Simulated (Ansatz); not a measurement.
## Ansatz (development build ahead of 0.2.0) run

```yaml
crystal:
  periodic: [false, false, false]
  atoms:
    - { symbol: C, position_ang: [0.0, 0.0, 0.0] }
    - { symbol: H, position_ang: [1.00312, 0.0, 0.0] }
    - { symbol: H, position_ang: [-0.50156, 0.86872, 0.0] }
    - { symbol: H, position_ang: [-0.50156, -0.86872, 0.0] }
basis:
  gaussian: { orbitals: cc-pVTZ }
magnetization:
  spin_polarized: true
  initial_magnetization: 1
hamiltonian:
  xc: hf
correlation:
  method: mp2
  frozen_orbitals: { C: 1, H: 0 }
```

The input is written out in the form of the current development build from the run's settings.

The run gave:

```json
{
 "Converged": "yes",
 "Reference energy": "-39.56644 hartree",
 "Correlation energy": "-0.15725 hartree",
 "Total energy": "-39.72369 hartree",
 "Spin squared of the determinant": "0.759"
}
```
